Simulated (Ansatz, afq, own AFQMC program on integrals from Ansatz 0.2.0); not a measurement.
# Where AFQMC and coupled cluster stand for Al$_{2}$H⁺, singlet

```tsv
atom	x (Å)	y (Å)	z (Å)
Al	0.0000	0.0000	0.3526
Al	0.0000	0.0000	-2.3244
H	0.0000	0.0000	1.9718
```

Connectivity, by distances: AlH–Al.

Basis 6-31G. Only valence electrons are correlated. Ansatz 0.2.0 and our own AFQMC program on the same integrals; the CISD trial comes from CCSD amplitudes, and released means the phaseless constraint is let go. ± is one standard error of the sampling.

Determinant: RHF, the one that the program's search chose, which needn't be the lowest solution. The geometry is a PBE0/def2-TZVP stationary point of this or a neighbouring charge and spin state.

Full CI is exact in this basis; its frozen core comes from its own orbitals, which moves totals by up to a few meV.

Cautions: restricted determinant unstable towards unrestricted (UHF 20 meV lower, ⟨S²⟩ 0.22); full CI with its own frozen core.

```
T1 diagnostic                               : 0.0180
weight of the determinant in the CISD state : 0.888
size of the correlated space                : 6 electrons in 18 orbitals
```

Q: Estimate: order these by the size of their error in total energy against full CI, smallest first.
A. CCSD
B. CCSDTQ
C. phaseless AFQMC with a CISD trial
D. CCSDT

A: B (0.00 kcal/mol), D (0.09 kcal/mol), C (0.29 ± 0.05 kcal/mol), A (0.95 kcal/mol).

Reference: full CI, correlation energy -2.184 eV.

A walk keeps the symmetry of its determinant, which the program's search chose and which needn't be the lowest solution, so a lower state of the same spin and another symmetry isn't excluded.
